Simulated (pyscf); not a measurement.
This saddle point was located with ωB97X-D3(BJ)/def2-SVP in PySCF.

```xyz
12

O      0.0583    -1.0847     1.0509
B     -0.8995    -0.2297     0.0956
O     -0.5166    -0.2573    -1.2444
O     -2.2362    -0.5267     0.3908
H     -0.5290    -1.6345     1.5899
H      0.4345    -0.3401    -1.3568
H     -2.6962    -0.7855    -0.4143
C     -0.4735     1.3749     0.8736
H     -0.0790     0.0898     1.2992
H     -1.2958     1.8522     0.3241
H      0.4760     1.8237     0.5435
H     -0.6466     1.6288     1.9349
```
Charge 0, spin multiplicity 1.

Surface: singlet, charge 0. Lowest wavenumbers (cm⁻¹): 1444i, 106, 152, 290, 297.

Q: What reaction is this the transition state of?

A: HO–B(OH)–OH (SMILES OB(O)O) + CH₄ (SMILES C) ⇌ H₂O (SMILES O) + H₃C–B(OH)–OH (SMILES CB(O)O), a four-centre exchange read from left to right: B–O, C–H broken and H–O, B–C formed. At ωB97M-D3(BJ)/def2-TZVP it lies +66.7 kcal/mol from the left side and +36.0 kcal/mol from the right (each side as separated species at their lowest minima found). On the product side the descent ends in a complex, 4.2 kcal/mol under the separated species and 41.1 kcal/mol under the saddle at ωB97X-D3(BJ)/def2-TZVP. The products may also form a dative adduct at H₃C–B(OH)–OH; it and routes through it were not searched. This is the saddle that the search found; another between the same sides may lie lower.
